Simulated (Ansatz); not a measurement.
A nudged elastic band was laid between two geometries of AlH4O2 (7 atoms, charge 1, multiplicity 1).

Theory: Ansatz, RKS BHLYP/cc-pVDZ.

```yaml
movable_images: 5
climbing_image: yes
spring: 5.0 eV/Å²
optimiser: quadratic models (default)
start_path: IDPP
force_threshold: 0.05 eV/Å
iteration_limit: 60
end_points: relaxed
```

First end point:

```xyz
7
Properties=species:S:1:pos:R:3
O -1.200 -1.007 -0.184
Al -0.072 0.052 -0.808
O 0.732 0.511 0.838
H -1.898 -1.558 -0.530
H 0.572 0.776 -2.007
H 0.404 0.113 1.658
H 1.462 1.112 1.032
```

Last end point:

```xyz
7
Properties=species:S:1:pos:R:3
O -1.201 -1.008 -0.182
Al -0.073 0.051 -0.806
O 0.733 0.512 0.838
H -1.898 -1.558 -0.530
H 0.570 0.774 -2.006
H 1.463 1.113 1.029
H 0.406 0.115 1.658
```

Question: Which bonds break or form, and what moves?

Answer: No bond is made or broken. The dihedral O1–Al2–O3–H7 goes from -180 to 0°. The two ends are copies of one structure, up to a mirror image or an exchange of like atoms.

Question: Give the energies along the band, and the barrier.

Answer: The run converged. The highest image is number 3 of 0 to 6, 23.3 kJ/mol above the ends, which have the same energy within 2 meV. A vibrational analysis at the climbing image gives one clearly imaginary mode, 304i cm⁻¹: a first-order saddle point. Limits of this set-up: the dipole of an ion depends on the origin.

```tsv
image	path coordinate (Å)	energy (kJ/mol)	dihedral O1–Al2–O3–H7 (°)
0	0.00	0.0	-180
1	0.54	6.4	-141
2	1.08	17.9	-105
3	1.63	23.3	-73
4	2.17	17.9	-45
5	2.71	6.4	-21
6	3.26	0.0	0
```

Question: What is the geometry of the highest image?

Answer: 
```xyz
7
Properties=species:S:1:pos:R:3:forces:R:3
O -1.546 -0.368 -0.126 -0.01 0.01 0.03
Al -0.049 -0.066 -0.795 0.01 -0.03 -0.02
O 1.006 0.303 0.773 0.00 -0.01 0.04
H -2.411 -0.605 -0.453 0.00 0.00 -0.01
H 0.800 0.008 -2.079 0.00 0.02 0.00
H 1.270 -0.391 1.394 0.00 0.01 -0.02
H 0.931 1.119 1.285 -0.01 0.00 -0.02
```

Question: What are the harmonic wavenumbers there?

Answer: 304i, 209, 419, 424, 439, 494, 538, 608, 703, 959, 1711, 2116, 3814, 3880, 4029 cm⁻¹.

Time of the run: 32 s on 1 thread of Intel(R) Xeon(R) Platinum 8488C (Sapphire Rapids) (shared host), peak memory 0.14 GiB.
